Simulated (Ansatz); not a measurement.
# C2+ (quartet): the correlation ladder, cc-pVDZ

Aim: climb from Hartree-Fock through coupled cluster and multireference methods for C2+ (quartet) at one geometry and basis, and see what each rung misses.

Method: cc-pVDZ, core rule «outside noble gas», up to 2 orbitals frozen; program: Ansatz 0.2.0, Gaussian basis.

The runs, in order: UHF; CCSD(T) on ROHF; CCSD(T) on UHF; BCCD(T) on ROHF; CISD; CCSDT(Q) on ROHF; CCSDT(Q) on UHF; CISDTQ; CCSDTQ on ROHF; CCSDTQ on UHF; CASSCF and MRCISD+Q, 7 electrons in 8 orbitals; CASSCF and NEVPT2, 7 electrons in 8 orbitals; Full CI.

9 further runs of the same task are left out: 2 for a known fault of the program, 1 that didn't finish, 6 set aside as unsound or not needed.

## 1. The geometry

The geometry is a PBE0/def2-TZVP stationary point (not a proven minimum) of the parent state, kept for this charge and spin.

2 atoms, charge 1, spin multiplicity 4.

Atoms are counted from 1 here; the program's logs count them from 0.

Bond lengths: C1–C2 1.301 Å.

## 2. UHF

File in.yaml:

```yaml
crystal:
  periodic: [false, false, false]
  atoms:
    - {symbol: C, position_ang: [0.000000, 0.000000, 0.000000]}
    - {symbol: C, position_ang: [0.000000, 0.000000, 1.301443]}
basis:
  gaussian: {orbitals: cc-pVDZ}
total_charge: 1
magnetization: {spin_polarized: true, initial_magnetization: 3}
hamiltonian: {xc: hf}
output: {orbitals: {seedname: orbitals}}
```

Command:

```
$ ansatz run in.yaml --threads 1 --pin off --events-out ev --progress --plain --max-ram 2816MiB --backend cpu
```

The runs that follow: CCSD(T) on ROHF; CCSD(T) on UHF; BCCD(T) on ROHF; CISD; CCSDT(Q) on ROHF; CCSDT(Q) on UHF; CISDTQ; CCSDTQ on ROHF; CCSDTQ on UHF; CASSCF and MRCISD+Q, 7 electrons in 8 orbitals; CASSCF and NEVPT2, 7 electrons in 8 orbitals; Full CI.

Before running them: what should the planned runs give, taken together? Wanted: FCI below the RHF energy; RMP2 from FCI; UMP2 from FCI; RCCSD from FCI; RCCSD(T) from FCI; UCCSD(T) from FCI; RCCSDT(Q) from FCI; UCCSDT(Q) from FCI; NEVPT2 valence from FCI.

The runs gave:

| quantity | value |
| --- | --- |
| FCI below the RHF energy | -5.1187 eV |
| RMP2 from FCI | +1096.0 meV |
| UMP2 from FCI | +1195.0 meV |
| RCCSD from FCI | +341.9 meV |
| RCCSD(T) from FCI | +76.0 meV |
| UCCSD(T) from FCI | +72.9 meV |
| RCCSDT(Q) from FCI | +4.4 meV |
| UCCSDT(Q) from FCI | +3.6 meV |
| NEVPT2 valence from FCI | +515.5 meV |
| MRCISD+Q valence from FCI | -3.2 meV |
| levels within 1 kcal/mol (43 meV) | RCCSDT, UCCSDT, CISDTQ, RCCSDT(Q), UCCSDT(Q), RCCSDTQ, UCCSDTQ, MRCISD+Q valence |
| T1 diagnostic | 0.018 |
| effectively unpaired electrons | 3.11 |

**Reading.** RCCSD(T) lands +76.0 meV from the yardstick (1.5 % of the correlation energy). MRCISD+Q valence falls below full CI: the +Q correction isn't variational, and the cores differ from full CI's. One determinant dominates. Of the multireference levels listed MRCISD+Q valence comes nearest in total energy (-3.2 meV), which doesn't show that its space is the better one. Coupled cluster took another determinant than the lowest Hartree-Fock one. These misses are within one basis, not against nature; the frozen cores of restricted and unrestricted runs differ, which can shift their rows.
